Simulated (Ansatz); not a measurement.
`C=C/C=C/C#N` + CH₄ → `C/C=C/C#N` + ethylene at 500 K and 1 bar (formal exchange of groups at a C–C bond).

Calculated with Ansatz (gas phase, PBE0-D4/def2-TZVP geometries, no zero-point term in ΔE). CCSD(T)/CBS adds triple-zeta CCSD(T) − MP2 to the extrapolated MP2 energy (def2 sets, frozen cores). This one scheme is used for every species. Double bonds are as drawn, so ΔE can hold a change between cis and trans. One conformer a species, not always the lowest.

```tsv
species	CCSD(T)/CBS energy (Eh)	H − E (kJ/mol)	S (J/(mol·K))
`C=C/C=C/C#N`	-247.91663	264.8	383.5
CH₄	-40.46206	135.6	206.8
`C/C=C/C#N`	-209.88540	245.6	358.5
`C=C`	-78.48111	155.1	245.3
```

H − E and S are ideal-gas, rigid-rotor, harmonic terms from PBE0-D4/def2-TZVP, for one conformer and one mirror image of each species. 1 Eh = 2625.50 kJ/mol, R = 8.31446 J/(mol·K).

**Question.** By hand: ΔE, ΔH, ΔS and ΔG.

**Answer.** ΔE = (-209.88540) + (-78.48111) − (-247.91663) − (-40.46206) = 0.01218 Eh = 32.0 kJ/mol. Δ(H − E) = 245.6 + 155.1 − 264.8 − 135.6 = 0.3, so ΔH = 32.3 kJ/mol. ΔS = 358.5 + 245.3 − 383.5 − 206.8 = 13.5 J/(mol·K). ΔG = 32.3 − 500 × (13.5)/1000 = 25.5 kJ/mol.

**Question.** By hand: the equilibrium constant, and the temperature at which ΔG would vanish if ΔH and ΔS stayed fixed.

**Answer.** log₁₀ K = −ΔG/(RT ln 10) = -2.7. ΔG = 0 at ΔH/ΔS = 2393 K, though so small a ΔS makes that figure unsure.

The number of gas molecules stays the same, so ΔS is small and ΔH decides. A doubt of 5 kJ/mol in ΔE shifts log₁₀ K by 0.5 here. Other conformers and mirror images would add mixing entropy, several J/(mol·K) or more a flexible species. These are equilibria of isolated gas molecules and say nothing of rates. Largest T1 diagnostic: 0.014 (customary marks: 0.02 for closed shells, 0.045 for open ones).
